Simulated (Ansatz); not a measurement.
# SiH₃S (doublet): the correlation ladder at a displaced geometry (v1), cc-pVDZ

Aim: climb from Hartree-Fock through coupled cluster for SiH₃S (doublet) at one geometry and basis, and see what each rung misses.

Method: cc-pVDZ, core rule «outside noble gas», up to 10 orbitals frozen; program: Ansatz 0.2.0, Gaussian basis.

To be run: UHF; CCSD(T) on ROHF; CCSD(T) on UHF; BCCD(T) on ROHF; CISD; CCSDT(Q) on ROHF; CCSDT(Q) on UHF.

22 further runs of the same task are left out: 1 for a known fault of the program, 7 that didn't finish, 14 set aside as unsound or not needed.

## 1. The geometry

The geometry is a PBE0/def2-TZVP stationary point (not a proven minimum) with its atoms shifted at random (size 0.040 Å).

5 atoms, charge 0, spin multiplicity 2.

Atoms are counted from 1 here; the program's logs count them from 0.

Bond lengths: Si1–S2 2.132 Å, Si1–H3 1.521 Å, Si1–H4 1.440 Å, Si1–H5 1.542 Å. Angles: S2–Si1–H3 101.7°, S2–Si1–H4 111.7°, S2–Si1–H5 108.1°, H3–Si1–H4 111.0°, H3–Si1–H5 112.4°, H4–Si1–H5 111.6°.

## 2. UHF

Input file in.yaml:

```yaml
crystal:
  periodic: [false, false, false]
  atoms:
    - {symbol: Si, position_ang: [0.002123, 0.007672, 1.061033]}
    - {symbol: S, position_ang: [0.001289, -0.012794, -1.070815]}
    - {symbol: H, position_ang: [0.049341, 1.499323, 1.354401]}
    - {symbol: H, position_ang: [1.158098, -0.661202, 1.598708]}
    - {symbol: H, position_ang: [-1.307608, -0.644876, 1.547218]}
basis:
  gaussian: {orbitals: cc-pVDZ}
magnetization: {spin_polarized: true, initial_magnetization: 1}
hamiltonian: {xc: hf}
output: {orbitals: {seedname: orbitals}}
```

The run is started by

```
ansatz run in.yaml --threads 1 --pin off --events-out ev --progress --plain --max-ram 2393MiB
```

The runs that follow: CCSD(T) on ROHF; CCSD(T) on UHF; BCCD(T) on ROHF; CISD; CCSDT(Q) on ROHF; CCSDT(Q) on UHF.

Before running them: what should the planned runs give, taken together? Wanted: UCCSDT(Q) below the RHF energy; RMP2 from UCCSDT(Q); UMP2 from UCCSDT(Q); RCCSD from UCCSDT(Q); RCCSD(T) from UCCSDT(Q); UCCSD(T) from UCCSDT(Q); RCCSDT(Q) from UCCSDT(Q); T1 diagnostic.

**Answer**, as computed:

| quantity | value |
| --- | --- |
| UCCSDT(Q) below the RHF energy | -7.0713 eV |
| RMP2 from UCCSDT(Q) | +29.60 kcal/mol |
| UMP2 from UCCSDT(Q) | +29.93 kcal/mol |
| RCCSD from UCCSDT(Q) | +4.41 kcal/mol |
| RCCSD(T) from UCCSDT(Q) | +0.85 kcal/mol |
| UCCSD(T) from UCCSDT(Q) | +0.85 kcal/mol |
| RCCSDT(Q) from UCCSDT(Q) | +0.01 kcal/mol |
| levels within 1 kcal/mol (43 meV) | RCCSD(T), UCCSD(T), BCCD(T), RCCSDT, UCCSDT, RCCSDT(Q) |
| T1 diagnostic | 0.016 |

What this shows: RCCSD(T) lands +0.85 kcal/mol from the yardstick (0.5 % of the correlation energy). These misses are within one basis, not against nature; the frozen cores of restricted and unrestricted runs differ, which can shift their rows.
